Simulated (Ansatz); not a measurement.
# CH2NOS: the cost of one run

The runs use Ansatz 0.2.0, Gaussian basis; BHLYP-D4/cc-pVDZ.

### Step 1. The system as given

SMILES `[N-]=COS`, 6 atoms, charge -1, spin multiplicity 1.

Atoms are counted from 1 here; the program's logs count them from 0.

Bond lengths: N1–C2 1.239 Å, C2–O3 1.351 Å, C2–H5 1.098 Å, O3–S4 1.799 Å, S4–H6 1.426 Å. Angles: N1–C2–O3 116.0°, N1–C2–H5 129.8°, O3–C2–H5 114.2°, C2–O3–S4 92.8°, O3–S4–H6 79.8°.

Geometry (Å):

```xyz
6
CH2NOS
N     0.3557   -1.3341    0.3505
C     0.9147   -0.2736    0.0390
O     0.0991    0.7739   -0.2144
S    -1.3853   -0.1895    0.1075
H     1.9844   -0.0483   -0.0685
H    -1.9686    1.0716   -0.2140
```

### Step 2. Dynamics

The input, md/in.yaml:

```yaml
crystal:
  periodic: [false, false, false]
  atoms:
    - {symbol: N, position_ang: [0.355730, -1.334090, 0.350520]}
    - {symbol: C, position_ang: [0.914670, -0.273560, 0.038970]}
    - {symbol: O, position_ang: [0.099110, 0.773870, -0.214430]}
    - {symbol: S, position_ang: [-1.385300, -0.189530, 0.107480]}
    - {symbol: H, position_ang: [1.984390, -0.048320, -0.068520]}
    - {symbol: H, position_ang: [-1.968590, 1.071640, -0.214020]}
basis:
  gaussian: {orbitals: cc-pVDZ}
total_charge: -1
hamiltonian: {xc: {name: BHLYP}, dispersion: d4}
md: {n_steps: 60, timestep: 0.5, temperature: 500, ensemble: nvt_langevin, seed: 331, friction: 0.002, initial_velocities: maxwell_boltzmann}
```

The run is started by

```sh
> ansatz run in.yaml --threads 2 --pin off --events-out ev --progress --plain --max-ram 3481MiB
```

**Question.** How long does this run take on 2 threads of Arm Neoverse V2, shared host, and how much memory does it need?

About 64 s, with a peak of 0.12 GiB.
